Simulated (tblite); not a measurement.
`[O]C1CCCC1` [radical] (doublet state). The geometry is computed with GFN2-xTB (gas phase). This method treats the open shell by occupation alone, without spin polarisation.

```
atom  x, y, z in Å
O1     1.5203   -1.8204   -0.6835
C2     0.8505   -0.9629    0.0277
C3     1.1363    0.5612   -0.2619
C4    -0.1078    1.2519    0.2651
C5    -1.2453    0.3136   -0.1491
C6    -0.7002   -1.0969    0.0807
H7     1.2116   -1.0585    1.0838
H8     2.0626    0.9019    0.1931
H9     1.2162    0.6616   -1.3445
H10   -0.2280    2.2509   -0.1528
H11   -0.0627    1.3339    1.3529
H12   -2.1583    0.5007    0.4143
H13   -1.4607    0.4583   -1.2085
H14   -1.0220   -1.7986   -0.6868
H15   -1.0169   -1.4886    1.0477
```

(1) Where is the centre of mass (commonest isotopes), and what is the radius of gyration?

(2) Which two atoms are farthest apart?

(3) Work out the bond lengths C2–C6, C3–C4, C3–H9, C4–H11, C5–C6, C6–H14, C6–H15 in pm.

(4) Give the dihedral angles C3–C2–C6–H14, C2–C3–C4–H11, H11–C4–C5–C6, O1–C2–C6–C5, C2–C3–C4–C5.

(5) How far are the heavy atoms from their best plane (unweighted least squares)?

(6) How far apart are these pairs, which share no bond: C2···H8, C3···C6, C3···H12, C5···H7, C5···H8, C6···H7, H9···H14?

(7) What is the repulsion energy of the bare nuclei, Σ ZA·ZB/RAB?

(8) What are the angles C4–C3–H8, C5–C4–H11, C3–C4–H11, C4–C5–H12, C2–C6–C5?

(9) Write the matrix of distances between heavy atoms (Å, lower triangle).

Answers

(1) Mass 85.065 u; centre at (0.259, -0.312, -0.126) Å; Rg = √(Σ m r²/M) = 1.615 Å. As Ia + Ib + Ic = 2 Σ m r², the three principal moments sum to 443.8 u·Å².

(2) O1···H12, 4.49 Å; the next longest distance is 4.46 Å.

(3) For C2–C6 the difference vector is (-1.5507, -0.1340, 0.0530) Å, of length 1.5574 Å. C2–C6 155.7; C3–C4 151.7; C3–H9 109.0; C4–H11 109.2; C5–C6 153.0; C6–H14 108.9; C6–H15 109.0 pm.

(4) C3–C2–C6–H14 120° (anticlinal); C2–C3–C4–H11 79° (synclinal); H11–C4–C5–C6 -78° (synclinal); O1–C2–C6–C5 -133° (anticlinal); C2–C3–C4–C5 -39° (synclinal). Dihedral signs follow IUPAC: positive where, seen along the central bond, the front bond turns clockwise onto the rear one.

(5) 0.219 Å rms; O1 0.21, C2 0.30, C3 0.11, C4 0.16, C5 0.30, C6 0.16 Å (magnitudes).

(6) C2···H8 2.230 Å (2 bonds apart); C3···C6 2.498 Å (2 bonds apart); C3···H12 3.364 Å (3 bonds apart); C5···H7 3.072 Å (3 bonds apart); C5···H8 3.377 Å (3 bonds apart); C6···H7 2.159 Å (2 bonds apart); H9···H14 3.390 Å (4 bonds apart).

(7) 245.29 Eh over 105 pairs, with full nuclear charges and distances in bohr; the largest single term is 19.54 Eh (O1 with C2).

(8) From the scalar product of the two bond vectors; for C4–C3–H8 it is -0.6773 Å² over 1.5174 × 1.0868 Å², cos θ = -0.4107. C4–C3–H8 114.2°; C5–C4–H11 110.3°; C3–C4–H11 110.3°; C4–C5–H12 112.2°; C2–C6–C5 105.7°.

(9) 
```
O1    0.000
C2    1.300  0.000
C3    2.449  1.577  0.000
C4    3.604  2.425  1.517  0.000
C5    3.534  2.460  2.397  1.532  0.000
C6    2.457  1.557  2.498  2.429  1.530  0.000
```

Its GFN2-xTB frequencies are all real (lowest 64 cm⁻¹). 2 starts were optimised and ended at 0.00 and 0.71 kcal/mol (GFN2-xTB); the lowest of these is shown.

Hardware: one thread of an Arm Neoverse V2, no GPU, shared host. Cost: 0.31 s of wall time. This is the geometry optimisation.

One conformer stands for the species.
